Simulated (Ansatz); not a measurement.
One stationary structure of Nb. Space group Im-3m (No. 229), bcc (W type). Level of theory: PBEsol (plane waves to 420 eV, PAW, scalar-relativistic; Ansatz, a quantum-chemistry and plane-wave program).

```xyz
1
Lattice="-1.6356 1.6356 1.6356 1.6356 -1.6356 1.6356 1.6356 1.6356 -1.6356" Properties=species:S:1:pos:R:3 pbc="T T T"
Nb     0.0000     0.0000     0.0000
```

```json
{
 "volume_per_atom": "17.50 Å³",
 "band_gap": "no gap (metallic)",
 "shortest_distances": "Nb–Nb 2.83 Å",
 "k-mesh": "20×20×20"
}
```

Band energies at high-symmetry points (eV from the Fermi level; labels of this space group; no spin-orbit coupling), from −5 eV up to 3.1 eV:

```
point           energies
-----  -----------------
Γ         0.35 0.35 0.35
H            -3.92 -3.92
N       -3.86 -1.76 2.43
P      -1.11 -1.11 -1.11
```

No spin polarisation in the result.

Measured for Nb: a 3.294 Å (static lattice; corrected from measurement; as listed in Daniel Mejia-Rodriguez, S. B. Trickey, Phys. Rev. B (2018)). Computed minus measured — a: PBEsol -0.7 %. The computed values are for a static lattice.

The run could not lose the symmetry of its start.

It was reached from a disturbed copy of a Cmmm (No. 65) cell, against which it lies -0.65 eV/atom.
